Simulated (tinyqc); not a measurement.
Inside a calculation. Method: UHF in the sto-6g basis, for LiH+, spin multiplicity 2. One step of it, computed by the program tinyqc.

Problem. Iteration 4: DIIS coefficients. Solve [B -1; -1 0][c; lambda] = [0; -1] for the coefficients, which sum to one.

B (overlaps of the stored error matrices), lower triangle:
```
               1              2              3              4
1  1.0912828e-01
2  3.7313658e-02  1.7592879e-02
3  7.3062031e-03  4.4521017e-03  1.2874061e-03
4  3.0107904e-05  2.1297000e-05  6.9523905e-06  1.1755253e-07
```

Give: DIIS coefficients.

Solution.

DIIS coefficients: -0.003  0.020  -0.055  1.038
